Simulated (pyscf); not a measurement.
Structures and frequencies: ωB97X-D3(BJ)/def2-SVP in PySCF.

Question: Estimate the classical barrier height and the reaction energy of `[F][SiH]([F])[F]` + `[OH2]` → `[OH][Si]([F])([F])[F]` + `[H][H]` at HF/def2-TZVP. The step runs on the singlet surface, breaks H–Si, H–O and forms O–Si, H–H; take the separated reactants as zero.

Answer: ΔE‡ = 48.9 kcal/mol, ΔE = -22.3 kcal/mol. ωB97M-D3(BJ)/def2-TZVP gives 30.9 kcal/mol and -22.5 kcal/mol. Zero-point energy shifts the barrier by -0.6 kcal/mol. It is a four-centre exchange, with an imaginary mode of 1391i cm⁻¹. On the reactant side the descent ends in a complex, 5.1 kcal/mol under the separated species and 36.5 kcal/mol under the saddle at ωB97X-D3(BJ)/def2-TZVP. The same reactants have a lower exit, to HO–SiH(F)–F + HF (barrier +22.2 kcal/mol at ωB97M-D3(BJ)/def2-TZVP, against +30.9 kcal/mol here). One saddle was located; it need not be the lowest between these sides.
